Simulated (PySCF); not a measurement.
Gas-phase XPS of `CC(C)N`, computed

Species: C3H9N.
Cartesian coordinates in Å at the GFN2-xTB level; atoms count from 1:
```
atom  x, y, z in Å
C1     1.314   -0.460    0.014
C2    -0.137   -0.128   -0.323
C3    -0.468    1.311    0.065
N4    -1.004   -1.023    0.434
H5     1.466   -0.374    1.086
H6     1.988    0.222   -0.498
H7     1.554   -1.477   -0.288
H8    -0.275   -0.236   -1.417
H9     0.204    2.004   -0.436
H10   -1.490    1.557   -0.213
H11   -0.364    1.430    1.140
H12   -1.979   -0.835    0.226
H13   -0.813   -1.989    0.192
```

Theory: delta-SCF UKS SCAN, pcX-2 on the ionised atom, pcseg-1 elsewhere, spin-free X2C (PySCF). These are vertical core ionisation energies against the vacuum level, from separate self-consistent calculations with and without the core hole.

Task: What binding energy does each computed site have?

Result: 
```tsv
atom(s)	environment	level	binding energy (eV)	above the level's lowest (eV)	count
N4	primary amine nitrogen	N 1s	404.75	0.00	1
C2	sp3 carbon bound to nitrogen	C 1s	291.31	+0.96	1
C1/C3	methyl carbon	C 1s	290.35	0.00	2
```

The listed C 1s values span 0.96 eV, from C1/C3 (bonded to C and 3 H) to C2 (bonded to N, 2 C and H). Summing the Pauling electronegativity differences to the bonded atoms, each weighted by its formal bond order, gives -1.05 for the lowest site and +0.14 for the highest.

Task: Which effective nuclear charge Zeff reproduces each element's mean 1s value in the hydrogen-like formula E = 13.606 eV × Zeff²?

Result: C (Z = 6): mean 290.7 eV, Zeff = 4.62, Z − Zeff = 1.38; N (Z = 7): mean 404.7 eV, Zeff = 5.45, Z − Zeff = 1.55. Means run over the listed sites, weighted by atom count.

The first atom of each set that the bonding makes equivalent was ionised and stands for the set. Geometry: GFN2-xTB, one conformer, isolated molecule.
